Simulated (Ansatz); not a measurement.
# Which is lower?

Two relaxed structures of CH$_{3}$Mg (charge -1), singlet (PBE0-D4/def2-TZVPD; forces vanish, vibrations not checked).

A:

C1  (-0.355, -0.872, 0.445)
Mg2  (0.298, 1.072, -0.356)
H3  (-1.288, -1.223, -0.028)
H4  (0.400, -1.660, 0.286)
H5  (-0.546, -0.828, 1.531)
(Å)

B:

| atom | x (Å) | y (Å) | z (Å) |
| --- | --- | --- | --- |
| C1 | -0.2464 | -0.8456 | 0.1601 |
| Mg2 | 0.2999 | 1.0274 | -0.2008 |
| H3 | -1.2585 | -1.1493 | 0.4564 |
| H4 | 0.4523 | -1.6668 | 0.3643 |
| H5 | 0.7527 | 2.6344 | -0.7800 |

Ansatz 0.2.0; basis: def2-TZVPPD; cores frozen in the correlated methods. The outer core shell of Li, Na, Mg and K is correlated. The def2 sets are not built for correlating such inner shells, so the correlated values are less sure here. B3LYP uses VWN-RPA correlation.

Problem. Which structure is lower at CCSD(T), and by how much? (An estimate is asked for; the value comes from the calculation.)

Solution. Computed: A, by 1.663 eV (electronic energy, against the other). By their contacts, A is CH₃Mg ([CH3][Mg]), total charge -1 and B is CH₃Mg ([CH2][MgH]), total charge -1.

All methods give the same order:

```tsv
method	E(B) − E(A) (eV)
PBE-D4	1.618
r2SCAN-D4	1.580
PBE0-D4	1.783
B3LYP-D4	1.632
wB97M-V	1.634
HF	2.043
MP2	1.550
CCSD	1.749
CCSD(T)	1.663
```

The T1 diagnostic stays at or below 0.015. The restricted Hartree–Fock reference is unstable towards an unrestricted one at one or more of these structures.

Labels in which every atom is bracketed show which atoms are joined, not bond orders.

For scale, one of the runs: CCSD(T)/def2-TZVPPD, 123 basis functions, launched by `ansatz run in.yaml --threads 2 --pin off --events-out ev --progress --plain --max-ram 4352MiB`. Time: 9 s of wall clock on 2 CPU threads of an Arm Neoverse V2; the host was shared. Peak host memory: 0.61 GiB.
